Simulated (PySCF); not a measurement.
**Computed spin Hamiltonian**

C₅H₆Cl (doublet state).
Z-matrix (Å and degrees, GFN2-xTB geometry), rows numbered from 1:
```
C 
C   1  1.2918
C   2  1.4610  1  144.87
C   3  1.5009  2  108.46  1    -4.97
C   4  1.3251  3  125.44  2   100.02
Cl  5  1.7242  4  123.66  3     4.53
H   1  1.0811  2  121.49  3  -179.29
H   1  1.0923  2  124.67  3     0.23
H   3  1.0926  2  109.34  1   115.47
H   3  1.0937  2  109.64  1  -125.48
H   4  1.0806  3  116.11  2   -74.48
H   5  1.0784  4  123.31  3  -176.33
```

The hyperfine couplings belong to this conformer and change with its torsions.

The species is `C=[C]C/C=C\Cl` [radical].

Method used: UKS B3LYP, pcH-1 on C Cl H, non-relativistic, mean-field spin-orbit, GIAO (PySCF). The structure is a single GFN2-xTB conformer in the gas phase; no vibrational or solvent corrections. A GFN2-xTB geometry isn't a minimum of the functional, and hyperfine couplings can be far from their values at a DFT geometry. The SCF solution wasn't tested for stability.

- g1, g2, g3: 2.00153, 2.00245, 2.00308
- g_iso: 2.00235
- Form of g: rhombic: the two nearest values differ by 40 % of g3 − g1
- ⟨S²⟩: 0.7586 (exact 0.7500)
- α and β electrons: 27, 26
- HOMO–LUMO gap, α and β orbitals: 5.55, 5.22 eV

Hyperfine couplings atom by atom, in 10⁻⁴ cm⁻¹; T1 to T3 are the principal values of the dipolar part (1 × 10⁻⁴ cm⁻¹ = 2.998 MHz):

```
atom  isotope  a_iso  of which spin–orbit     T1     T2    T3  Mulliken spin population
  C1      13C   -3.0                  0.0   -5.7    0.6   5.0                     -0.16
  C2      13C   85.0                  0.0  -27.1  -20.5  47.7                      0.98
  C3      13C    5.8                  0.0   -1.5   -1.1   2.6                     -0.04
  C4      13C   19.6                  0.0   -2.9   -1.3   4.2                      0.02
  C5      13C    1.5                  0.0   -1.6   -1.2   2.8                      0.05
 Cl6     35Cl    0.3                  0.0   -0.6   -0.4   1.0                      0.01
  H7       1H   40.5                  0.0   -2.1   -1.7   3.8                      0.05
  H8       1H   59.6                  0.0   -1.4   -0.6   2.1                      0.09
  H9       1H    6.4                  0.0   -2.2   -1.7   3.9                      0.01
 H10       1H   10.3                  0.0   -2.2   -1.8   4.0                      0.01
 H11       1H   -0.5                  0.0   -1.2   -0.6   1.8                      0.00
 H12       1H    0.6                  0.0   -0.9   -0.3   1.2                      0.00
```

Largest spin populations (Mulliken): C2 (+0.98), C1 (-0.16) and H8 (+0.09). No atom but C2 exceeds +0.15. The positive populations add up to 1.21 and the negative ones to -0.21, together 2S = 1.

Axes: g1 points within 14° of the C1–C2 bond.

Under fast tumbling the dipolar parts average out, and these isotropic splittings remain: 1 × 1H (H8, I = 1/2, 2 lines) with 6.38 mT, 1 × 1H (H7, I = 1/2, 2 lines) with 4.33 mT, 2 × 1H (H9/H10, I = 1/2, 3 lines) with 0.89 mT, 1 × 1H (H12, I = 1/2, 2 lines) with 0.06 mT, 1 × 1H (H11, I = 1/2, 2 lines) with 0.06 mT and 1 × 35Cl (Cl6, I = 3/2, 4 lines) with 0.03 mT.

Nuclei that the bonding pattern makes equivalent are averaged, as if the motion that swaps them (rotation, inversion, ring flip) were fast. The 1H value of +25.0 MHz is a mean of couplings from 19.3 to 30.8 MHz in this one geometry, not an average over conformers.

Main isotope only: 35Cl (natural samples also hold 24 % 37Cl, magnetic too, which adds its own pattern).

The 13C coupling of C2 (254.8 MHz) shows only in satellite lines or after enrichment, since that isotope makes up about 1.07 % of natural carbon.

Examples of negative spin density at the nucleus (bohr⁻³): C1 (-0.0079).
